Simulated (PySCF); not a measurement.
Quinoxaline radical anion, C8H6N2 (charge -1 and doublet state).
Bonds: C1–C2 (aromatic), C2–C3 (aromatic), C3–C4 (aromatic), C4–N5 (aromatic), N5–C6 (aromatic), C6–C7 (aromatic), C7–N8 (aromatic), N8–C9 (aromatic), C9–C10 (aromatic), C1–C10 (aromatic), C4–C9 (aromatic). Hydrogens: H11 on C1; H12 on C2; H13 on C3; H14 on C6; H15 on C7; H16 on C10.

The species is quinoxaline radical anion, `c1ccc2nccnc2c1` [SMILES of the parent framework; charge -1 and doublet state].

Computed, not measured: PySCF, UKS B3LYP, IGLO-III on C N, pcH-1 on H, non-relativistic, mean-field spin-orbit, GIAO. Geometry: PBE0-D3(BJ)/def2-SVP; no solvent, vibrations or thermal averaging. Whether the extra electron is bound in the gas phase wasn't checked; a finite basis holds it in any case. The geometry's basis has no diffuse functions, a weakness for an anion. Stability of the SCF solution: not tested. No frequencies were computed at this geometry's level, so the symmetric structure isn't shown to be a minimum.

**Question.** The isotropic 13C couplings, averaged over equivalent nuclei, are -15.2, +9.7, -5.7, -2.0 MHz. Assign them to C1/C2; C3/C10; C4/C9; C6/C7.

**Answer.** 
| site | a_iso (MHz) | ρ(0) (bohr⁻³) | position | distance from N8 (Å) | spin population | largest \|T\| (MHz) |
| --- | --- | --- | --- | --- | --- | --- |
| C1/C2 | -2.0 | -0.0018 | 3 bonds from N8 | 3.95 | +0.04 | 8.3 |
| C3/C10 | +9.7 | +0.0086 | 2 bonds from N5 | 3.06 | +0.15 | 23.7 |
| C4/C9 | -15.2 | -0.0136 | 1 bond from N5 | 1.91 | -0.06 | 7.2 |
| C6/C7 | -5.7 | -0.0051 | 1 bond from N5 | 1.88 | +0.08 | 13.8 |

ρ(0) is the spin density at the nucleus and T the dipolar tensor; entries for several nuclei are means. The largest Mulliken spin populations are on N8 (+0.30), N5 (+0.30), C10 (+0.15) and C3 (+0.15). Main spin sites, with 60 % or more of the largest population: N5, N8; positions count bonds from the nearest.

Class means assume fast exchange of nuclei equivalent by connectivity; if that motion is slow, each nucleus keeps its own coupling.

Hardware: an Arm Neoverse V2 with one thread, on a shared host. Cost: 3.1 min wall.
